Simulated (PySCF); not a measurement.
**boranyloxyborane (B2H4O): geometry, NMR shifts, spin-spin couplings, electronic excitations and core binding energies**

Aim: predict the NMR shifts, spin-spin couplings, electronic excitations and core binding energies of boranyloxyborane (B2H4O) (`BOB`).

Programs: PySCF 2.14.0, with density-fitted response routines of our own. Each step states its level of theory. These are calculated values for one molecule in the gas phase, unless marked as measured. Atoms are numbered from 0 throughout.

## Step 1: Starting geometry

7 atoms, charge 0, multiplicity 1; geometry from: GFN2-xTB. The atoms were then displaced at random by about 0.03 Å, so the start is not that level's minimum.

Bonds of the start (Å): B0–O1 1.37, O1–B2 1.33, B0–H3 1.14, B0–H4 1.15, B2–H5 1.16, B2–H6 1.18.

## Step 2: Geometry optimisation at PBE0-D3(BJ)/def2-SVP

Job settings and geometry (Å):

```
{"job": {"xc": "PBE0", "basis": "def2-SVP", "d3": "d3bj", "grid": 1, "shake": 0.03, "kind": "geom"}, "charge": 0, "multiplicity": 1}
B      1.260880    -0.280260    -0.310950
O     -0.015160    -0.013830     0.116230
B     -1.257290     0.200200     0.539360
H      1.489700    -1.065800    -1.109700
H      2.076400     0.461180     0.020240
H     -1.923870     0.962040    -0.018280
H     -1.532140    -0.355740     1.539990
```

The run is started by

```
OMP_NUM_THREADS=1 python probes_run.py task.json out
```

One launch serves the whole session: the jobs run in the order shown.

**Question.** This job is followed by: GIAO PBE0/pcSseg-1 NMR shielding, non-relativistic, gas phase; B3LYP/pcJ-1 indirect spin-spin coupling, non-relativistic, gas phase; TDDFT CAM-B3LYP/def2-SVPD, vertical, gas phase, core orbitals frozen in the response; GIAO KT3/pcSseg-2 NMR shielding, non-relativistic, gas phase; delta-SCF UKS SCAN, pcX-2 on the ionised atom, pcseg-1 elsewhere, spin-free X2C. What will the session give for the following? point group; rotational constants (main isotopes); ¹H shifts against TMS (PBE0/pcSseg-1, means over atoms taken as alike); ¹¹B shifts against BF3·OEt2 (PBE0/pcSseg-1, means over atoms taken as alike); ¹⁷O shifts against H2O (PBE0/pcSseg-1); surface potential, 1st and 99th percentile; largest coupling of the table (B3LYP/pcJ-1); lowest singlet (CAM-B3LYP/def2-SVPD); brightest single state of those computed; lowest triplet; vertical ionisation energy (ΔSCF); O1s binding energies, SCAN/pcX-2; range of the shift of O1.

The runs gave:

| quantity | value |
| --- | --- |
| point group | D2d |
| rotational constants (main isotopes) | 110.90, 9.00, 9.00 GHz |
| ¹H shifts against TMS (PBE0/pcSseg-1, means over atoms taken as alike) | 5.50 ppm |
| ¹¹B shifts against BF3·OEt2 (PBE0/pcSseg-1, means over atoms taken as alike) | 43.1 ppm |
| ¹⁷O shifts against H2O (PBE0/pcSseg-1) | 346.5 ppm |
| surface potential, 1st and 99th percentile | -0.06 V and 1.37 V |
| largest coupling of the table (B3LYP/pcJ-1) | ¹J(B,H) B0–H3, 160.0 Hz |
| lowest singlet (CAM-B3LYP/def2-SVPD) | 6.08 eV (204 nm), f = 0.000 |
| brightest single state of those computed | state 4, 7.65 eV, f = 0.352 |
| lowest triplet | 5.54 eV |
| vertical ionisation energy (ΔSCF) | 11.59 eV |
| O1s binding energies, SCAN/pcX-2 | O1 539.77 eV |
| range of the shift of O1 | 334.1 to 346.5 ppm |

The start was shaken at random, so part of the energy gained undoes that. The optimisation took 5 steps and gained 0.251 eV; among the close pairs (by a distance rule), B0–H3 changed most, from 1.143 to 1.210 Å. No frequency check was run at this level, so the end point may be a saddle. At PBE0/pcSseg-1: Shielding is most anisotropic at O1 (span 237 ppm, paramagnetic term -402 ppm). In the run at B3LYP/pcJ-1, the largest coupling of the table is B0–H3 (mean over like pairs), 160.0 Hz, of which the Fermi-contact term gives 160.0 Hz. The lowest singlet, at 6.08 eV, is HOMO→LUMO+1 0.46, HOMO−1→LUMO 0.45 and is dark; of the 10 states computed, the strongest absorption comes from states 3 to 4 together at 7.65 eV. The lowest triplet lies 0.54 eV below the lowest singlet (triplets in Tamm-Dancoff, singlets in full TDDFT). The orbital energy would give 10.34 eV for ionisation, ΔSCF gives 11.59 eV. Across the 2 runs the shift of O1 moves most, between 334.1 (KT3/pcSseg-2) and 346.5 ppm (PBE0/pcSseg-1). Most of that comes from the computed reference, not from the atom's own shielding.
